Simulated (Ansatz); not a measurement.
# CHP (methylidynephosphane): the vertical energy of the triplet above the singlet from total energies

The species is CHP (3 atoms), meant as a singlet with charge 0. SMILES: `C#P`. Geometry: relaxed at GFN2-xTB.

```xyz
3

C    -0.1371    0.0598   -0.0664
P     1.1492   -0.5127    0.5742
H    -1.0121    0.4528   -0.5078
```

Both states at this one shape; open shells run unrestricted unless said. 1 Eh = 27.2114 eV.

```tsv
level	program	singlet CHP (Eh)	triplet CHP (Eh)
PBE/STO-3G	Ansatz	-375.421729	-375.251353
PBE0/STO-3G	Ansatz	-375.466320	-375.309393
```

Work out the vertical gap, second state less first, at each level.


1. PBE/STO-3G: -375.251353 − (-375.421729) = 0.170376 Eh = 4.64 eV.
2. PBE0/STO-3G: -375.309393 − (-375.466320) = 0.156927 Eh = 4.27 eV.

No measured value is set beside it here; the levels span 4.27 to 4.64 eV. Minimal sets are far from the basis-set limit.
